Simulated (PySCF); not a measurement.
**B3: structure of the doublet**

Computed with PySCF 2.14.0. Level: PBE0, basis B def2-TZVP, no relativity, density fitting.

**1. Starting geometry**

3 atoms, charge 0, spin multiplicity 2.

Bond lengths: B1–B2 1.673 Å, B1–B3 1.673 Å. Angles: B2–B1–B3 104.9°.

Z-matrix (Å, degrees; charge 0 multiplicity 2):
```
B
B  1 1.6729
B  1 1.6729 2 104.86
```

**2. Finding the electronic state**

The steps below are one call of a driver around PySCF. For each, scf.py gives the equivalent set-up of the SCF; relaxations use the driver's own optimiser. After this first run the driver tries any further starts and a stability analysis.

Input file scf.py:

```python
from pyscf import gto, scf, dft
mol = gto.M(atom='''
B      0.000000     0.000000     0.000000
B      1.326000     1.020000     0.000000
B     -1.326000     1.020000     0.000000''',
    basis={'B': 'def2-TZVP'},
    charge=0, spin=1)
mf = dft.UKS(mol, xc='PBE0')
mf.grids.atom_grid = (50, 194)
aux = {'B': 'def2-universal-JKFIT'}
mf = mf.density_fit(auxbasis=aux)
mf.conv_tol = 1e-08
mf.diis_space = 10
mf.max_cycle = 60
mf.init_guess = 'minao'
mf.verbose = 4
mf.kernel()
```

Command:

```sh
OMP_NUM_THREADS=2 python axn.py task.json out
```

Q: Estimate the wall time on 2 threads of Intel Xeon Platinum 8375C at 2.90GHz (Ice Lake), shared host.

About 18 s.
